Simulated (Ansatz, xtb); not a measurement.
C4H8O2: which of two isomers lies lower

Structure X is `CCCC(=O)O`, a singlet and structure Y is `C1COCOC1`, a singlet. Both are isolated molecules in the gas phase, relaxed with B3LYP/def2-SVP, each in the lowest conformer that the search found.

Task: Which of the two would you expect CCSD(T)/def2-SVP + ΔMP2/def2-TZVPP electronic energies to favour?

Result: Structure X; the calculation gives E(Y) − E(X) = +29.7 kcal/mol.

How the difference moves with the method:

```
                             level        geometry  E(Y) − E(X) (kcal/mol)  departure from the last row (kcal/mol)  job, with rough time for the two
                          GFN2-xTB        GFN2-xTB                      +7.6                                   −22.1             optimisation, 0.096 s
                         HF/STO-3G        GFN2-xTB                     −15.3                                   −45.1              single point, 0.28 s
                r2SCAN-D4/def2-SVP        GFN2-xTB                     +30.9                                    +1.1               single point, 3.1 s
                    B3LYP/def2-SVP  B3LYP/def2-SVP                     +31.5                                    +1.7                optimisation, 20 s
                       HF/def2-SVP  B3LYP/def2-SVP                     +32.2                                    +2.5           part of the CCSD(T) run
                      MP2/def2-SVP  B3LYP/def2-SVP                     +35.6                                    +5.9           part of the CCSD(T) run
                  CCSD(T)/def2-SVP  B3LYP/def2-SVP                     +33.2                                    +3.5                      single point
CCSD(T)/def2-SVP + ΔMP2/def2-TZVPP  B3LYP/def2-SVP                     +29.7                                                        single point, 47 s
```

As drawn, Y has 3 C–O, 1 C–H in place of 1 C–C, 1 C=O, 1 O–H. Structure X has no ring, Y a 6-membered ring.

HF/STO-3G puts the two in the other order. The largest departure from CCSD(T)/def2-SVP + ΔMP2/def2-TZVPP is that of HF/STO-3G, 45.1 kcal/mol. The last row adds to CCSD(T) the change of the MP2 difference between the two basis sets, here −3.5 kcal/mol, a large step that makes the value less sure.

With thermal terms from frequencies at re-optimised GFN2-xTB minima (ideal gas, soft modes damped towards free rotors, one conformer each, 298.15 K, 1 atm): on the last row, ΔE + ΔZPE = +31.3, ΔH = +30.0, ΔG = +33.2 kcal/mol.

Tabulated enthalpies of formation at 298 K are −475.9 kJ/mol for X (CRC Handbook of Chemistry and Physics) and −340.6 kJ/mol for Y (CRC Handbook of Chemistry and Physics), a difference of +32.3 kcal/mol. Calculated less tabulated ΔH, with the same thermal term: GFN2-xTB −24.4, HF/STO-3G −47.4, r2SCAN-D4/def2-SVP −1.2, B3LYP/def2-SVP −0.6, HF/def2-SVP +0.2, MP2/def2-SVP +3.6, CCSD(T)/def2-SVP +1.2, CCSD(T)/def2-SVP + ΔMP2/def2-TZVPP −2.3 kcal/mol. Handbook values carry no stated uncertainty, so the miss of the last row may lie with the table, the conformer or the calculation.

The correlated steps freeze 6 core orbitals. Codes used: Ansatz 0.2.0, xtb 6.7.1; the last row on 4 threads of Arm Neoverse V1 on a shared host.
